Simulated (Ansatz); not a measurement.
Cost against result

The pair of N2 (SMILES N#N, atoms 1–2) and SiH4 (SMILES [SiH4], atoms 3–7), both closed shells, in one local arrangement (a lower one may exist), relaxed at PBE0-D4/def2-TZVP:

```xyz
7
angstrom
N 0.1841 -0.0926 -3.4925
N 0.1783 -0.1152 -2.4034
Si -0.0722 0.0413 1.1769
H 0.7657 -1.1290 0.8141
H 0.5594 1.2840 0.6666
H -0.1912 0.1218 2.6554
H -1.4241 -0.1103 0.5829
```

Interaction energies are counterpoise-corrected; the time is that of the whole pair.

Ansatz 0.2.0; basis: as named in each row; cores frozen in the correlated methods. B3LYP uses VWN-RPA correlation. Extrapolation: Hartree–Fock as exp(−7.88 √X), correlation as X^−2.97.

Times are rough, for one single point on 2 threads of a shared host (Arm Neoverse V2).

The estimate by CCSD(T) at an estimated basis limit (MP2 extrapolated from triple and quadruple zeta, plus CCSD(T) − MP2 in triple zeta) is -0.62 kcal/mol.

| method | basis | time (s) | interaction energy (kcal/mol) | method less estimate |
| --- | --- | --- | --- | --- |
| PBE-D4 | def2-TZVPPD | 1 | -0.60 | 0.02 |
| revPBE-D4 | def2-TZVPPD | 1 | 0.01 | 0.62 |
| BLYP-D4 | def2-TZVPPD | 1 | -0.08 | 0.54 |
| PBE0-D4 | def2-TZVPPD | 2 | -0.55 | 0.07 |
| HSE06-D4 | def2-TZVPPD | 2 | -0.56 | 0.06 |
| B3LYP-D4 | def2-TZVPPD | 2 | -0.31 | 0.31 |
| r2SCAN-D4 | def2-TZVPPD | 2 | -0.40 | 0.22 |
| B2PLYP | def2-TZVPPD | 3 | -0.14 | 0.48 |
| B97M-V | def2-TZVPPD | 5 | -0.64 | -0.02 |
| wB97X-V | def2-TZVPPD | 5 | -0.66 | -0.04 |
| wB97M-V | def2-TZVPPD | 6 | -0.60 | 0.02 |
| MP2 | def2-QZVPPD | 8 | -0.67 | -0.05 |
| CCSD(T) | def2-TZVPPD | 24 | -0.55 | 0.07 |

The T1 diagnostic stays at or below 0.014.
